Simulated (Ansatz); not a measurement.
Mulliken charges of C2H3N, SMILES `[C-]#[N+]C` from ωB97M-V/def2-TZVPP in Ansatz (PBE0-D4/def2-TZVP geometry).

```tsv
atom	x (Å)	y (Å)	z (Å)	charge (e)
C1	0.800	-1.723	0.884	-0.248
N2	0.355	-0.766	0.393	0.007
C3	-0.183	0.393	-0.202	-0.182
H4	-1.131	0.157	-0.686	0.141
H5	0.511	0.783	-0.948	0.141
H6	-0.352	1.156	0.559	0.141
```

Question: By hand: the dipole of these point charges (1 e Å = 4.8032 D).

Answer: Σ q r = (-0.300, 0.646, -0.331) e Å, of length 0.785 e Å = 3.77 D.

Question: How does the dipole of the full density compare? (Estimate.)

Answer: Computed: (-0.303, 0.653, -0.335) e Å, 3.81 D; the point charges give 0.99 times that, at 0° from its direction.

Point charges leave out the atoms' own dipoles, such as those of lone pairs, and Mulliken's split depends on the basis, so the close match here is no proof of good charges.
